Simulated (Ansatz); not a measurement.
The same path of BH3 + H3Si (8 atoms, charge 0, multiplicity 2) was run 3 times with different band settings. Made: B1–Si5.

Level of theory: UKS B3LYP-D4/def2-SVP (Ansatz 0.2.0).

Relaxed end points:

```xyz
8
Properties=species:S:1:pos:R:3
B -0.002 0.000 -0.671
H -0.002 0.001 0.534
H 1.041 0.000 -1.275
H -1.044 0.000 -1.276
Si 0.004 -0.001 3.958
H -0.767 -1.196 4.410
H 1.421 -0.067 4.425
H -0.651 1.263 4.408
```

```xyz
8
Properties=species:S:1:pos:R:3
B -0.004 -0.001 0.606
H 0.445 1.049 1.118
H 0.812 -0.803 0.225
H -1.135 0.051 0.193
Si -0.018 -0.040 2.740
H -0.613 -1.373 3.089
H 1.373 0.059 3.259
H -0.859 1.058 3.284
```

Common settings: movable images 7; climbing image yes; optimiser quadratic models (default); start path through a guess of the saddle point; iteration limit 60; end points relaxed.

| run | spring | force threshold |
| --- | --- | --- |
| 1 | 5.0 eV/Å² | 0.05 eV/Å |
| 2 | 50.0 eV/Å² | 0.05 eV/Å |
| 3 | 5.0 eV/Å² | 0.2 eV/Å |

What does each run give, and how far can it be trusted?

Run 1: converged after 14 iterations, highest image 0.000 eV above the first end. The highest image is an end point: on this band no image between the ends rises above it. A vibrational analysis next to that end finds imaginary modes (62i, 43i cm⁻¹), so it isn't a minimum.
Run 2: converged after 17 iterations, highest image 0.000 eV above the first end. The highest image is an end point: on this band no image between the ends rises above it.
Run 3: converged after 10 iterations, highest image 0.000 eV above the first end. The highest image is an end point: on this band no image between the ends rises above it.
